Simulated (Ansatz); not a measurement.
System: CN, net charge 0, doublet state. 
Geometry from a B3LYP-D3(BJ)/def2-TZVP (Ansatz, a program for electronic structure) optimisation:
```
C
N 1 1.1622
```
Charge 0, spin multiplicity 2.

Total electronic energies in hartree. Valence correlation only, unless marked. Open shells are spin-unrestricted. Spin-orbit coupling is left out. Non-relativistic. Basis-set limits of correlation are two-point, X^-3; Hartree-Fock from the larger set (for Q and 5 zeta extrapolated as (X+1)exp(-9√X)). [CCSD(T)-MP2]/basis is that difference in the basis named.

The UHF reference is spin-contaminated (<S^2> 0.37 over the pure value in the largest basis). The T1 diagnostic of CCSD in the largest basis is 0.086, which is high, so the coupled-cluster rows are less sure than usual.

| level | program | energy (Eh) |
|---|---|---|
| PBE0/STO-3G | Ansatz | … |
| MP2/cc-pwCVTZ | Ansatz | -92.51847 |
| MP2/cc-pVQZ | Ansatz | -92.53734 |
| MP2/CBS(aug-cc-pVTZ,aug-cc-pVQZ) | Ansatz | -92.5522 |
| RI-MP2/aug-cc-pVTZ | Ansatz | -92.51686 |
| SCS-MP2/cc-pVDZ | Ansatz | -92.42629 |
| SCS-MP2/def2-SVP | Ansatz | -92.34032 |
| CCSD/def2-SVPD | Ansatz | -92.40242 |
| CCSD/aug-cc-pVQZ | Ansatz | -92.57176 |
| CCSD(T)/6-31G | Ansatz | -92.35949 |
| CCSD(T)/def2-SVP | Ansatz | -92.40219 |
| CCSD(T)/def2-TZVPP | Ansatz | -92.56799 |
| RI-MP2/CBS(def2-TZVPP,def2-QZVPP)+[CCSD(T)-MP2]/def2-SVP | Ansatz | -92.6026 |
| CCSD(T)/CBS(def2-TZVPP,def2-QZVPP) | Ansatz | -92.6032 |
| CCSD(T)/CBS(cc-pVQZ,cc-pV5Z) | Ansatz | -92.6041 |

**Question.** Some entries are withheld; supply them.

**Answer.** 
- PBE0/STO-3G, energy (Eh): -91.40612
